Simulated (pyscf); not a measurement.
Structures and frequencies: ωB97X-D3(BJ)/def2-SVP in PySCF.

Problem. For the elementary gas-phase step `[CH2]=[C]=[CH2]` + `[Br]` [doublet] → `[CH2][C](=[CH2])[Br]` [doublet] (doublet surface; none broken, Br–C formed), what barrier and reaction energy does ωB97M-D3(BJ)/def2-TZVP give, measured from the separated reactants?

Solution. ΔE‡ = -3.8 kcal/mol, ΔE = -26.7 kcal/mol. Zero-point energy shifts the barrier by +0.1 kcal/mol. It is an addition, with an imaginary mode of 319i cm⁻¹. On the reactant side the descent ends in what is likely a three-electron adduct, which functionals tend to overbind, 8.9 kcal/mol under the separated species and 2.2 kcal/mol under the saddle at ωB97X-D3(BJ)/def2-TZVP. At ωB97M-D3(BJ) the saddle lies under the separated reactants, which points to a path from their complex (located at ωB97X-D3(BJ) alone). At ωB97X-D3(BJ) the barrier from the zero used here is -6.8 kcal/mol. This is the saddle that the search found; another between the same sides may lie lower. Left out: the spin-orbit lowering of Br, which is large for Br, Se, Te and I. Elements up to Kr have no core potential and no relativistic terms here.
